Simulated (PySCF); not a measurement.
## Dipole moment and polarisability across levels of theory

Species: nitrosyl fluoride, FNO.
Bonds: O1–N2 (double), N2–F3.

PySCF, dipoles from the SCF density, polarisabilities from static response with core orbitals frozen. Geometry: PBE0-D3(BJ)/def2-SVP; no solvent, vibrations or thermal averaging.

Problem. Which levels come closest to the reference values?

Solution. 

| level | μ (D) | error (%) | α (au) | error (%) | anisotropy (au) |
| --- | --- | --- | --- | --- | --- |
| PBE0/def2-SVP | 0.982 | -45.8 | 10.98 | -36.2 | 10.80 |
| PBE0/6-31+G* | 1.202 | -33.6 | 14.64 | -15.0 | 11.59 |
| PBE0/aug-cc-pVDZ | 1.167 | -35.5 | 15.86 | -7.9 | 10.97 |
| PBE0/def2-TZVP | 1.111 | -38.6 | 13.76 | -20.1 | 11.14 |
| PBE0/def2-TZVPD | 1.149 | -36.5 | 16.39 | -4.8 | 10.76 |
| PBE0/aug-cc-pVTZ | 1.152 | -36.3 | 16.30 | -5.4 | 10.81 |

Reference dipole: 1.810 D (measured, gas; NIST CCCBDB Release 22 (SRD 101), experimental dipoles). Reference dipole: 1.697 D (computed, CCSD(T)/CBS, all electrons, equilibrium geometry, gas; Hait, Head-Gordon, J. Chem. Theory Comput. 14 (2018) 1969). Reference polarisability: 2.552 Å³ (computed, CCSD(T)/CBS, static electronic, isotropic average, equilibrium geometry, gas; Hait, Head-Gordon, Phys. Chem. Chem. Phys. 20 (2018) 19800). Errors are taken against the first value of each kind. The anisotropy is √(½[(α1 − α2)² + (α2 − α3)² + (α3 − α1)²]). For the dipole, the smallest error is 33.6% (PBE0/6-31+G*) and the largest 45.8% (PBE0/def2-SVP). Even the closest misses by 34%. For the polarisability, the smallest error is 4.8% (PBE0/def2-TZVPD) and the largest 36.2% (PBE0/def2-SVP). The dipole runs from 0.98 D (PBE0/def2-SVP) to 1.20 D (PBE0/6-31+G*). With PBE0 the polarisability is 12.37 au without diffuse functions (mean of def2-SVP and def2-TZVP) and 15.80 au with them (mean of 6-31+G*, aug-cc-pVDZ, def2-TZVPD and aug-cc-pVTZ). Measured values can belong to vibrating molecules; the computed ones are for one fixed geometry.
